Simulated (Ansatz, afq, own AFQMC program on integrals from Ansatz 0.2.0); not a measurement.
# AlNH3 (quartet): quantum Monte Carlo beside coupled cluster at distance Al1–H4 along a hydrogen transfer = 1.759 Å, cc-pVTZ

Aim: compute AlNH3 (quartet) with auxiliary-field quantum Monte Carlo on the same integrals as coupled cluster, and set the energies side by side.

The runs use Ansatz 0.2.0, Gaussian basis, and an in-house AFQMC program (afq) on its integrals; all values are calculated; cc-pVTZ, frozen cores.

Plan: PBE (unrestricted); CCSD(T) on UHF; r2SCAN (unrestricted); PBE0 (unrestricted); B3LYP (unrestricted); wB97M-V (unrestricted); B2PLYP (unrestricted); CCSDT(Q) on UHF; Phaseless AFQMC, CISD trial on UHF.

## Step 1: The geometry

The geometry derives from fragments relaxed apart (PBE0/def2-TZVP) and kept rigid, so it is no stationary point. A hydrogen atom is moved between rigid fragments.

5 atoms, charge 0, spin multiplicity 4.

Atoms are counted from 1 here; the program's logs count them from 0.

Bond lengths: Al1–H2 1.586 Å, Al1–H3 1.586 Å, Al1–H4 1.759 Å, H4–N5 1.272 Å. Angles: H2–Al1–H3 120.0°, H2–Al1–H4 120.0°, H3–Al1–H4 120.0°, Al1–H4–N5 180.0°.

## Step 2: PBE (unrestricted)

in.yaml

```yaml
crystal:
  periodic: [false, false, false]
  atoms:
    - {symbol: Al, position_ang: [-0.968572, 0.000000, 0.000000]}
    - {symbol: H, position_ang: [-1.761495, 1.373384, 0.000000]}
    - {symbol: H, position_ang: [-1.761495, -1.373384, 0.000000]}
    - {symbol: H, position_ang: [0.790428, 0.000000, 0.000000]}
    - {symbol: N, position_ang: [2.062428, 0.000000, 0.000000]}
basis:
  gaussian: {orbitals: cc-pVTZ}
magnetization: {spin_polarized: true, initial_magnetization: 3}
hamiltonian: {xc: {name: PBE}}
output: {orbitals: {seedname: orbitals}}
```

On the command line:

```console
> ansatz run in.yaml --threads 1 --pin off --events-out ev --progress --plain --max-ram 8192MiB --backend cpu
```

The log of the run:

```text
Functional definition: PBE
  name "PBE"
  cite "Perdew, Burke & Ernzerhof, Phys. Rev. Lett. 77, 3865 (1996) doi:10.1103/PhysRevLett.77.3865"
  parent pbe
  parameter kappa = 0.804
  parameter beta = 0.06672455060314922
  exchange = pbe_x(kappa = kappa, mu = beta*pi^2/3)
  correlation = pbe_c(beta = beta)
628 factors; their error is unknown
mean field evaluation 1: about -8123.0252 eV, gradient 1.7e1 eV
mean field evaluation 2: about -8121.3928 eV, gradient 2.5e1 eV
mean field evaluation 4: about -8124.7664 eV, gradient 7.8e-1 eV
mean field evaluation 8: about -8124.7593 eV, gradient 3.2e-2 eV
mean field evaluation 16: about -8122.3233 eV, gradient 9.0e0 eV
mean field -8124.75931195 eV, -298.5793975546 hartree, gradient 3.3e-5 eV, S^2 3.756370; 3 other end points of the search recorded, 0 dependent functions left out
reference -8124.75935480 eV, -298.5793991290 hartree; 13, 10 occupied and 93, 96 virtual orbitals, 628 factors
Total energy: -8124.75935480 eV, -298.5793991290 hartree
```

Run time: 3.1 s. Hardware: 1 thread of AMD EPYC 7R13 (Zen 3), shared host; peak memory 1.9 GiB.

From the report: ⟨S²⟩ of the determinant 3.756 (pure quartet: 3.75).

## Step 3: CCSD(T) on UHF

Changes to in.yaml since step 2:

```diff
@@ -11,3 +11,2 @@
 magnetization: {spin_polarized: true, initial_magnetization: 3}
-hamiltonian: {xc: {name: PBE}}
-output: {orbitals: {seedname: orbitals}}
+correlation: {method: ccsd_t, electrons: outside_noble_gas, hamiltonian_folder: ham}
```

On the command line:

```console
> ansatz run in.yaml --threads 1 --pin off --events-out ev --progress --plain --max-ram 24576MiB --backend cuda --devices 0, --max-vram 18GiB
```

The log of the run, cut to the lines that bear on the results:

```text
Functional definition: HF
  name "HF"
  cite "Fock, Z. Phys. 61, 126 (1930) doi:10.1007/BF01340294"
  parent pbe
[...]
625 factors; integrals over basis functions are off by at most 1.9e-3 eV
[...]
mean field -8108.67923142 eV, -297.9884654944 hartree, gradient 3.9e-6 eV, S^2 3.797246; 1 other end points of the search recorded, 0 dependent functions left out
determinant -8108.67923142 eV, -297.9884654944 hartree, with singles and doubles -8115.68268722 eV, -298.2458377480 hartree
determinant -8106.30436735 eV, -297.9011908497 hartree, with singles and doubles -8113.55833865 eV, -298.1677693780 hartree
6 core orbitals not correlated: weight in the atoms' cores, before any rotation towards them, 1.000 or more for the frozen orbitals, at most 0.000 for the correlated occupied ones
reference -8108.67923142 eV, -297.9884654944 hartree; 7, 4 occupied and 93, 96 virtual orbitals, 625 factors
second order -5.76231536 eV of doubles, -0.00000000 eV of singles
cycle   1  -6.85269312 eV  change   -6.7e-1 eV  update   2.2e-2
[...]
cycle   9  -6.87470717 eV  change    6.1e-6 eV  update   1.1e-5
perturbative correction -0.18412897 eV, -0.0067666149 hartree
Total energy: -8115.73806756 eV, -298.2478729381 hartree
```

Run time: 6 s. Hardware: 1 × NVIDIA H100 80GB HBM3 with 1 thread of AMD EPYC 7R13 (Zen 3), shared host; peak host memory 1.9 GiB.

From the report: ⟨S²⟩ of the determinant 3.797 (pure quartet: 3.75); correlation -7.0588 eV; T1 0.019; largest double amplitude 0.03.

This run also writes the integrals to the folder ham.

## Step 4: r2SCAN (unrestricted)

Changes to in.yaml since step 3:

```diff
@@ -11,2 +11,2 @@
 magnetization: {spin_polarized: true, initial_magnetization: 3}
-correlation: {method: ccsd_t, electrons: outside_noble_gas, hamiltonian_folder: ham}
+hamiltonian: {xc: {name: r2SCAN}}
```

On the command line:

```console
> ansatz run in.yaml --threads 1 --pin off --events-out ev --progress --plain --max-ram 8192MiB --backend cpu
```

The log of the run:

```text
Functional definition: r2SCAN
  name "r2SCAN"
  cite "Furness, Kaplan, Ning, Perdew & Sun, J. Phys. Chem. Lett. 11, 8208 (2020) doi:10.1021/acs.jpclett.0c02405"
  cite "Furness, Kaplan, Ning, Perdew & Sun, J. Phys. Chem. Lett. 11, 9248 (2020) doi:10.1021/acs.jpclett.0c03077"
  parent r2scan
  parameter k0 = 0.174
  parameter k1 = 0.065
  parameter a1 = 4.9479
  exchange = r2scan_x(k0 = k0, k1 = k1, a1 = a1)
  correlation = r2scan_c
628 factors; their error is unknown
mean field evaluation 1: about -8127.8213 eV, gradient 1.5e1 eV
mean field evaluation 2: about -8127.5810 eV, gradient 1.7e1 eV
mean field evaluation 4: about -8129.0586 eV, gradient 6.0e-1 eV
mean field evaluation 8: about -8129.0469 eV, gradient 1.4e-1 eV
mean field evaluation 16: about -8129.0469 eV, gradient 2.6e-5 eV
mean field -8129.04693971 eV, -298.7369649686 hartree, gradient 2.6e-5 eV, S^2 3.764197; 0 other end points of the search recorded, 0 dependent functions left out
reference -8129.04695567 eV, -298.7369655551 hartree; 13, 10 occupied and 93, 96 virtual orbitals, 628 factors
Total energy: -8129.04695567 eV, -298.7369655551 hartree
```

It took 3.5 s on 1 thread of AMD EPYC 7R13 (Zen 3), shared host; peak memory 1.9 GiB.

From the report: ⟨S²⟩ of the determinant 3.764 (pure quartet: 3.75).

## Step 5: PBE0 (unrestricted)

Changes to in.yaml since step 4:

```diff
@@ -11,2 +11,3 @@
 magnetization: {spin_polarized: true, initial_magnetization: 3}
-hamiltonian: {xc: {name: r2SCAN}}
+hamiltonian: {xc: {name: PBE0}}
+output: {orbitals: {seedname: orbitals}}
```

Same command.

The log of the run:

```text
Functional definition: PBE0
  name "PBE0"
  cite "Adamo & Barone, J. Chem. Phys. 110, 6158 (1999) doi:10.1063/1.478522"
  cite "Perdew, Burke & Ernzerhof, Phys. Rev. Lett. 77, 3865 (1996) doi:10.1103/PhysRevLett.77.3865"
  parent pbe
  parameter a = 0.25
  parameter kappa = 0.804
  parameter beta = 0.06672455060314922
  exchange = (1 - a)*pbe_x(kappa = kappa, mu = beta*pi^2/3) + a*exact_x
  correlation = pbe_c(beta = beta)
643 factors; their error is unknown
mean field evaluation 1: about -8124.7553 eV, gradient 1.2e1 eV
mean field evaluation 2: about -8124.9938 eV, gradient 1.1e1 eV
mean field evaluation 4: about -8125.5709 eV, gradient 3.5e-1 eV
mean field evaluation 8: about -8125.5884 eV, gradient 1.3e-1 eV
mean field evaluation 16: about -8125.5885 eV, gradient 7.3e-5 eV
mean field -8125.58848430 eV, -298.6098690763 hartree, gradient 7.3e-5 eV, S^2 3.762081; 0 other end points of the search recorded, 0 dependent functions left out
reference -8125.58851600 eV, -298.6098702413 hartree; 13, 10 occupied and 93, 96 virtual orbitals, 643 factors
Total energy: -8125.58851600 eV, -298.6098702413 hartree
```

Wall time 1.9 s (1 thread of AMD EPYC 7R13 (Zen 3), shared host); peak memory 1.9 GiB.

From the report: ⟨S²⟩ of the determinant 3.762 (pure quartet: 3.75).

## Step 6: B3LYP (unrestricted)

Changes to in.yaml since step 5:

```diff
@@ -11,3 +11,2 @@
 magnetization: {spin_polarized: true, initial_magnetization: 3}
-hamiltonian: {xc: {name: PBE0}}
-output: {orbitals: {seedname: orbitals}}
+hamiltonian: {xc: {name: B3LYP}}
```

Same command.

The log of the run, cut to the lines that bear on the results:

```text
Functional definition: B3LYP
  name "B3LYP"
  cite "Stephens, Devlin, Chabalowski & Frisch, J. Phys. Chem. 98, 11623 (1994) doi:10.1021/j100096a001"
  cite "Becke, Phys. Rev. A 38, 3098 (1988) doi:10.1103/PhysRevA.38.3098"
  cite "Lee, Yang & Parr, Phys. Rev. B 37, 785 (1988) doi:10.1103/PhysRevB.37.785"
  cite "Vosko, Wilk & Nusair, Can. J. Phys. 58, 1200 (1980) doi:10.1139/p80-159"
[...]
640 factors; their error is unknown
[...]
mean field -8131.33087510 eV, -298.8208980460 hartree, gradient 1.1e-5 eV, S^2 3.760426; 0 other end points of the search recorded, 0 dependent functions left out
reference -8131.33111435 eV, -298.8209068380 hartree; 13, 10 occupied and 93, 96 virtual orbitals, 640 factors
Total energy: -8131.33111435 eV, -298.8209068380 hartree
```

It took 1.9 s on 1 thread of AMD EPYC 7R13 (Zen 3), shared host; peak memory 1.9 GiB.

From the report: ⟨S²⟩ of the determinant 3.760 (pure quartet: 3.75).

## Step 7: wB97M-V (unrestricted)

Changes to in.yaml since step 6:

```diff
@@ -11,2 +11,3 @@
 magnetization: {spin_polarized: true, initial_magnetization: 3}
-hamiltonian: {xc: {name: B3LYP}}
+hamiltonian: {xc: {name: wB97M-V}}
+output: {orbitals: {seedname: orbitals}}
```

The command is unchanged.

The log of the run, cut to the lines that bear on the results:

```text
Functional definition: wB97M-V
  name "wB97M-V"
  cite "Mardirossian & Head-Gordon, J. Chem. Phys. 144, 214110 (2016) doi:10.1063/1.4952647"
  cite "Becke, J. Chem. Phys. 107, 8554 (1997) doi:10.1063/1.475007"
  cite "Vydrov & Van Voorhis, J. Chem. Phys. 133, 244103 (2010) doi:10.1063/1.3521275"
  # Of w^i u^j: cxij and so on, Table III.
[...]
  gx(w, u) = 1 - cx + cx01*u + cx10*w
  gss(w, u) = css00 + css04*u^4 + css10*w + css20*w^2 + css43*w^4*u^3
  gos(w, u) = cos00 + cos10*w + (cos20 + cos21*u)*w^2 + (cos60 + cos61*u)*w^6
[...]
      + integral(e_c_pw_mod_opposite_spin*gos(b97_w_opposite, b97_u_opposite)) + vv10(b, c)
628 factors; their error is unknown
153 factors; integrals over basis functions are off by at most 9.0e-5 eV
[...]
mean field -8129.15751701 eV, -298.7410286092 hartree, gradient 3.7e-5 eV, S^2 3.761417; 0 other end points of the search recorded, 0 dependent functions left out
reference -8129.15756419 eV, -298.7410303433 hartree; 13, 10 occupied and 93, 96 virtual orbitals, 628 factors
Total energy: -8129.15756419 eV, -298.7410303433 hartree
```

Wall time 6.5 s (1 thread of AMD EPYC 7R13 (Zen 3), shared host); peak memory 1.9 GiB.

From the report: ⟨S²⟩ of the determinant 3.761 (pure quartet: 3.75).

## Step 8: B2PLYP (unrestricted)

Changes to in.yaml since step 7:

```diff
@@ -11,3 +11,3 @@
 magnetization: {spin_polarized: true, initial_magnetization: 3}
-hamiltonian: {xc: {name: wB97M-V}}
-output: {orbitals: {seedname: orbitals}}
+hamiltonian: {xc: {name: B2PLYP}}
+correlation: {electrons: outside_noble_gas}
```

The command is unchanged.

The log of the run, cut to the lines that bear on the results:

```text
Functional definition: B2PLYP
  name "B2PLYP"
  cite "Grimme, J. Chem. Phys. 124, 034108 (2006) doi:10.1063/1.2148954"
  cite "Becke, Phys. Rev. A 38, 3098 (1988) doi:10.1103/PhysRevA.38.3098"
  cite "Lee, Yang & Parr, Phys. Rev. B 37, 785 (1988) doi:10.1103/PhysRevB.37.785"
[...]
625 factors; integrals over basis functions are off by at most 1.9e-3 eV
[...]
mean field -8124.12847927 eV, -298.5562148812 hartree, gradient 4.2e-6 eV, S^2 3.772293; 0 other end points of the search recorded, 0 dependent functions left out
6 core orbitals not correlated: weight in the atoms' cores, before any rotation towards them, 1.000 or more for the frozen orbitals, at most 0.000 for the correlated occupied ones
reference -8124.12862975 eV, -298.5562204113 hartree; 7, 4 occupied and 93, 96 virtual orbitals, 625 factors
second order -7.17459549 eV of doubles, -0.00000000 eV of singles
Total energy: -8126.06577054 eV, -298.6274090220 hartree
```

Wall time 2.9 s (1 thread of AMD EPYC 7R13 (Zen 3), shared host); peak memory 1.9 GiB.

From the report: ⟨S²⟩ of the determinant 3.772 (pure quartet: 3.75).

## Step 9: CCSDT(Q) on UHF

Changes to in.yaml since step 8:

```diff
@@ -11,3 +11,2 @@
 magnetization: {spin_polarized: true, initial_magnetization: 3}
-hamiltonian: {xc: {name: B2PLYP}}
-correlation: {electrons: outside_noble_gas}
+correlation: {method: ccsdt_q, electrons: outside_noble_gas}
```

On the command line:

```console
> ansatz run in.yaml --threads 1 --pin off --events-out ev --progress --plain --max-ram 24576MiB --backend cuda --devices 0, --max-vram 18GiB
```

The log of the run, cut to the lines that bear on the results:

```text
Functional definition: HF
  name "HF"
  cite "Fock, Z. Phys. 61, 126 (1930) doi:10.1007/BF01340294"
  parent pbe
[...]
1303 factors; integrals over basis functions are off by at most 2.1e-7 eV
[...]
mean field -8108.67925143 eV, -297.9884662300 hartree, gradient 3.7e-6 eV, S^2 3.797246; 1 other end points of the search recorded, 0 dependent functions left out
determinant -8108.67925143 eV, -297.9884662300 hartree, with singles and doubles -8115.68272201 eV, -298.2458390266 hartree
determinant -8106.30440222 eV, -297.9011921311 hartree, with singles and doubles -8113.55838712 eV, -298.1677711593 hartree
6 core orbitals not correlated: weight in the atoms' cores, before any rotation towards them, 1.000 or more for the frozen orbitals, at most 0.000 for the correlated occupied ones
reference -8108.67925143 eV, -297.9884662300 hartree; 7, 4 occupied and 93, 96 virtual orbitals, 1303 factors
second order -5.76233493 eV of doubles, -0.00000000 eV of singles
cycle   1  -6.51626440 eV  change   -7.5e-1 eV  update   7.5e-2
[...]
cycle  18  -7.09151020 eV  change    5.4e-7 eV  update   1.3e-6
perturbative correction -0.00719329 eV, -0.0002643487 hartree
Total energy: -8115.77795492 eV, -298.2493387716 hartree
```

It took 19 s on 1 × NVIDIA H100 80GB HBM3 with 1 thread of AMD EPYC 7R13 (Zen 3), shared host; peak host memory 1.9 GiB.

From the report: ⟨S²⟩ of the determinant 3.797 (pure quartet: 3.75); correlation -7.0987 eV; T1 0.020; largest double amplitude 0.03.

## Step 10: Phaseless AFQMC, CISD trial on UHF

It reads the integrals that the CCSD(T) run on this determinant wrote.

On the command line:

```console
> afq ham --method phaseless --trial cisd --walkers 1000 --populations 20 --least-time 60 --time-step 0.005 --steps-per-block 50 --equilibration-blocks 28 --max-blocks 4000 --target-error 0.0002 --factor-cut 1e-05 --start spin_pure --seed 5105 --release-times 0.24,0.51,0.99,1.62,2.4 --release-step 0.03 --release-every 3 --taylor-order 6
```

The log of the run:

```text
orbitals 100  electrons 7 4  factors 619 of 625
reference energy -297.98846549 Eh
CCSD correlation -0.25264112 Eh in 12 cycles, weight of the determinant in the CISD state 0.8842
energy of the start -298.239522 Eh
 block  time / (1/Eh)  mean weight  energy / Eh
     1     0.250  0.9998  -298.238380
     2     0.500  1.0007  -298.240720
     3     0.750  0.9997  -298.242252
     4     1.000  1.0003  -298.244754
     5     1.250  0.9999  -298.246415
     6     1.500  0.9993  -298.247025
     7     1.750  1.0000  -298.246825
     8     2.000  1.0000  -298.246701
     9     2.250  0.9991  -298.247988
    10     2.500  0.9998  -298.247501
    11     2.750  0.9995  -298.248158
    12     3.000  1.0004  -298.248321
    13     3.250  1.0000  -298.248488
    14     3.500  0.9996  -298.248971
    15     3.750  1.0007  -298.248412
    16     4.000  1.0000  -298.249145
    17     4.250  1.0002  -298.249124
    18     4.500  1.0003  -298.249767
    19     4.750  1.0003  -298.248834
    20     5.000  1.0001  -298.248216
    21     5.250  0.9998  -298.248357
    22     5.500  0.9992  -298.249408
    23     5.750  1.0003  -298.248887
    24     6.000  0.9999  -298.248377
    25     6.250  0.9999  -298.248525
    26     6.500  0.9998  -298.249020
    27     6.750  1.0003  -298.248421
    28     7.000  1.0000  -298.248843
    29     7.250  1.0000  -298.248725
    30     7.500  1.0004  -298.248135
    31     7.750  1.0005  -298.249600
    32     8.000  1.0004  -298.250166
    33     8.250  1.0001  -298.248812
    34     8.500  0.9998  -298.250108
    35     8.750  1.0006  -298.248057
    36     9.000  1.0000  -298.248761
    37     9.250  1.0011  -298.248103
    38     9.500  0.9998  -298.249506
    39     9.750  0.9996  -298.248917
    40    10.000  0.9992  -298.249826
    41    10.250  1.0005  -298.249299
    42    10.500  1.0005  -298.249790
    43    10.750  0.9993  -298.248990
    44    11.000  1.0002  -298.248901
    45    11.250  0.9995  -298.248915
    46    11.500  0.9991  -298.251557
    47    11.750  0.9996  -298.249852
    48    12.000  1.0003  -298.249256
    49    12.250  0.9993  -298.249981
    50    12.500  1.0002  -298.249474
    51    12.750  1.0008  -298.248745
    52    13.000  1.0003  -298.248909
    53    13.250  1.0007  -298.248882
    54    13.500  0.9991  -298.249268
    55    13.750  0.9996  -298.248544
    56    14.000  1.0011  -298.249498
    57    14.250  1.0004  -298.249406
    58    14.500  1.0001  -298.248297
    59    14.750  1.0004  -298.247323
    60    15.000  1.0013  -298.248106
    61    15.250  0.9997  -298.249632
    62    15.500  0.9996  -298.248891
    63    15.750  0.9999  -298.248139
    64    16.000  1.0006  -298.248731
    65    16.250  0.9993  -298.250024
    66    16.500  1.0001  -298.248693
    67    16.750  1.0003  -298.249611
    68    17.000  0.9997  -298.248625
    69    17.250  0.9998  -298.248894
    70    17.500  0.9994  -298.247566
    71    17.750  1.0010  -298.248114
    72    18.000  0.9993  -298.248933
    73    18.250  1.0002  -298.249363
    74    18.500  1.0004  -298.248385
    75    18.750  1.0003  -298.248908
    76    19.000  1.0001  -298.248768
    77    19.250  0.9999  -298.249993
    78    19.500  0.9992  -298.248483
error from the spread of 20 populations
released: time / (1/Eh)  energy / Eh  error  mean overlap
  0.24  -298.249179  0.000150  0.9996
  0.51  -298.249279  0.000177  0.9941
  0.99  -298.249343  0.000199  0.9912
  1.62  -298.249604  0.000190  0.9788
  2.40  -298.249386  0.000318  0.9768
energy -298.249029 +/- 0.000137 Eh
```

Wall time 46 s (1 × NVIDIA H100 80GB HBM3 with 2 threads of AMD EPYC 7R13 (Zen 3), shared host); peak host memory 1.9 GiB.

Energy -8115.7695 ± 0.0037 eV. Caveats: constraint bias not in the error.

## Step 11: AFQMC on the ladder

On the UHF determinant, counted from CCSDT(Q) (a yardstick, not exact):

```
                                                level  energy (eV)  from CCSDT(Q) (meV)  statistical error (meV)  time
                                                   HF   -8108.6792              +7098.7                               
                                                  MP2   -8114.4415              +1336.4                               
                                                 CCSD   -8115.5539               +224.0                               
                                              CCSD(T)   -8115.7381                +39.9                               
                                             CCSDT(Q)   -8115.7780                  0.0                               
Phaseless AFQMC, CISD trial, step 0.005, 1000 walkers   -8115.7695                 +8.4                      3.7  46 s
```

The functionals' totals stand on their own zeros and serve differences with other points: PBE -8124.759 eV; r2SCAN -8129.047 eV; PBE0 -8125.589 eV; B3LYP -8131.331 eV; wB97M-V -8129.158 eV; B2PLYP -8126.066 eV.

## Step 12: Results

```
                                        quantity           value
                    CCSD(T) on UHF from CCSDT(Q)       +39.9 meV
Phaseless AFQMC, CISD trial on UHF from CCSDT(Q)  +8.4 ± 3.7 meV
```

On UHF the phaseless walk with the CISD trial lies +8.4 meV from CCSDT(Q), within three error bars. Error bars are statistical and leave out the constraint, the time step and what remains of the start.
